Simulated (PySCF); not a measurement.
C4H9 (charge +1).
Cartesian coordinates in Å at the GFN2-xTB level; atoms count from 1:
```xyz
13
C4H9 angstrom
C     -0.420    1.383    0.079
C     -0.001   -0.001   -0.002
C      1.407   -0.334    0.040
C     -0.991   -1.051   -0.124
H     -0.948    1.530    1.030
H      0.398    2.096    0.022
H     -1.185    1.609   -0.670
H      1.880    0.130    0.913
H      1.920    0.145   -0.802
H      1.611   -1.402    0.030
H     -2.018   -0.698   -0.064
H     -0.845   -1.565   -1.082
H     -0.813   -1.841    0.612
```

Computed with TDDFT B3LYP/def2-SVPD, vertical, gas phase, core orbitals frozen in the response (PySCF 2.14.0, density-fitted response routines).

Computed states:

```json
{"state": "S1", "E (eV)": "5.70", "f": "0.0001"}
{"state": "S2", "E (eV)": "5.70", "f": "0.0001"}
{"state": "S3", "E (eV)": "6.03", "f": "0.0058"}
{"state": "S4", "E (eV)": "7.08", "f": "0.220"}
{"state": "S5", "E (eV)": "7.11", "f": "0.228"}
{"state": "S6", "E (eV)": "8.34", "f": "0.0001"}
{"state": "S7", "E (eV)": "8.36", "f": "0.0001"}
```

Broadening: Gaussians 0.5 eV wide at half height, area fixed by f = 4.319×10⁻⁹ ∫ε dν̃. The width is an assumption, not a result. The curve ends short of the highest state used, and states not computed would add to its high-energy end.

Question: What does the envelope look like, and where are its maxima?

Answer: 
```
E (eV)  ε (L mol⁻¹ cm⁻¹)
  4.95                 0
  5.07                 0
  5.19                 1
  5.32                 3
  5.44                11
  5.56                34
  5.68                89
  5.81               190
  5.93               286
  6.05               317
  6.17               258
  6.30               165
  6.42               219
  6.54               829
  6.66              3013
  6.78              8119
  6.91             16605
  7.03             23071
  7.15             23311
  7.27             17129
  7.40              8564
  7.52              3241
  7.64               892
  7.76               179
```

Maxima: 206 nm (6.03 eV), ε about 320, made up of S3 (99%); 175 nm (7.09 eV), ε about 24000, made up of S4 (49%) and S5 (51%) (ε in L mol⁻¹ cm⁻¹; maxima over ε = 5, shares over 10%).

Question: What would ε be at 7.09 eV, the highest of these maxima, with half the width (0.25 eV)?

Answer: About 48000 L mol⁻¹ cm⁻¹ against 24100, a factor of about 1.99; a lone state at its own centre would give exactly 2.

Question: On this curve, what absorbance would a 10⁻⁴ mol/L sample give at 222 nm over a 1 cm path?

Answer: 222 nm is 5.585 eV, where ε is about 42 L mol⁻¹ cm⁻¹, so A = ε c l ≈ 0.0042 (Beer–Lambert, with the gas-phase spectrum and the assumed width).
